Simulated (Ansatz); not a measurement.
Run this with the Ansatz DFT code, driven from Python and show what comes out.

Script `run_composite.py`:
```python
import itertools

import ansatz as az
from ase.data import atomic_numbers, covalent_radii
import numpy as np

molecule = (
    az.Crystal.molecule()
    .atom("C", (-0.7962, -0.2952, -0.2261))
    .atom("C", (0.3596, 0.3234, 0.3014))
    .atom("O", (0.0526, -1.0688, 0.3514))
    .atom("H", (-0.9228, -0.6202, -1.2439))
    .atom("H", (1.0973, 0.6672, -0.4303))
    .atom("H", (0.2515, 0.9297, 1.2012))
)

model = (
    molecule.calculation()
    .basis(gaussian="def2-SVP")
    .functional("pbe0")
    .spin("collinear", total=1)
)
symbols = [site.symbol for site in molecule.cartesian_sites]
start = np.array([site.position_ang for site in molecule.cartesian_sites], dtype=float)
report = model.relax(force_tolerance=0.01).run().report
end = np.array(report["positions_ang"])
radius = [covalent_radii[atomic_numbers[s]] for s in symbols]
span = lambda where, i, j: np.linalg.norm(where[i] - where[j])
bonded = [(i, j) for i, j in itertools.combinations(range(len(symbols)), 2) if min(span(start, i, j), span(end, i, j)) < 1.2 * (radius[i] + radius[j])]
print("pair        before    after (A)")
for i, j in bonded:
    print(f"{symbols[i]}{i}-{symbols[j]}{j}".ljust(10), f"{span(start, i, j):8.4f} {span(end, i, j):8.4f}")

minimum = az.Crystal.molecule()
for symbol, place in zip(symbols, end):
    minimum = minimum.atom(symbol, place.tolist())
at_minimum = minimum.calculation().spin("collinear", total=1)
level = lambda method, basis: at_minimum.basis(gaussian=basis).correlation(method).run().report
small, large, cluster = level("mp2", "cc-pVDZ"), level("mp2", "cc-pVTZ"), level("ccsd_t", "cc-pVDZ")
corr = lambda each: (each["free_energy_ev"] - each["reference_energy_ev"]) / 27.211386246
mp2_limit = (27 * corr(large) - 8 * corr(small)) / 19
pieces = {"HF / cc-pVTZ": large["reference_energy_ev"] / 27.211386246, "MP2 correlation, DZ-TZ limit": mp2_limit, "CCSD(T) - MP2 / cc-pVDZ": corr(cluster) - corr(small)}
for name, value in pieces.items():
    print(f"{name:32s} {value:14.6f} Ha")
print(f"{'sum':32s} {sum(pieces.values()):14.6f} Ha")
print("T1 diagnostic", round(cluster["correlation"]["coupled_cluster"]["t1_diagnostic"], 4))
```

```console
$ python run_composite.py
pair        before    after (A)
C0-C1        1.4131   1.4461
C0-O2        1.2855   1.3526
C0-H3        1.0759   1.0975
C1-O2        1.4265   1.4441
C1-H4        1.0944   1.0978
C1-H5        1.0904   1.0969
HF / cc-pVTZ                        -152.285959 Ha
MP2 correlation, DZ-TZ limit          -0.584556 Ha
CCSD(T) - MP2 / cc-pVDZ               -0.041036 Ha
sum                                 -152.911551 Ha
T1 diagnostic 0.0201
```

Total energies depend on the basis set; only differences at equal settings carry meaning. The sum leaves out core correlation, relativity, the Hartree-Fock basis error and zero-point energy; a DZ-TZ extrapolation is rough. The run takes the species as open-shell (spin multiplicity 2), which needn't be its ground state. Inner cores stay frozen, so this is valence correlation. Finished in 23 s on 1 thread of Arm Neoverse V1, with other jobs on the host, peak memory 0.29 GiB.
